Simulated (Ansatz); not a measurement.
We consider rock-salt RbBr, described by BLYP in Ansatz (plane waves, PAW).

Numerical settings: plane-wave cutoff 520 eV, 8×8×8 k mesh, Fermi–Dirac smearing 0.01 eV, scalar-relativistic PAW data made under PBE.

The direct gap at Γ against volume; x = 100 ln(V/45.720 Å³). One gap is withheld.

| V (Å³/atom) | x | gap (eV) |
|---|---|---|
| 42.977 | -6.19 | 4.180 |
| 43.891 | -4.08 | 4.128 |
| 44.806 | -2.02 | 4.078 |
| 45.720 | 0.00 | 4.031 |
| 46.635 | 1.98 | 3.985 |
| 47.549 | 3.92 | 3.941 |
| 48.463 | 5.83 | ? |

Fit a straight line to the rows shown, give the volume deformation potential and predict the withheld gap.

Means of the 6 rows: x̄ = -1.065, ȳ = 4.0572 eV. Σ(x − x̄)(y − ȳ) = -1.6897 and Σ(x − x̄)² = 71.524, so the slope is -0.0236 eV per unit of x, and dE_g/d ln V = -2.4 eV. At x = 5.83: 4.0572 + (-0.0236) × (5.83 − (-1.065)) = 3.894 eV. The run gives 3.900 eV, 0.006 eV above the line, as the curve bends the same way over all rows.

Measured, for comparison: band gap 7.2 eV (temperature not stated, not corrected to a static lattice; as tabulated in Aguado et al. (1998), arXiv:cond-mat/9809176).

Spin–orbit coupling is not included.

Note: the cell is over a tenth larger than the published one: the level's own overestimate first of all, though another phase or state, or a fault of the published cell, is possible.

Ansatz is a quantum-chemistry and plane-wave program.
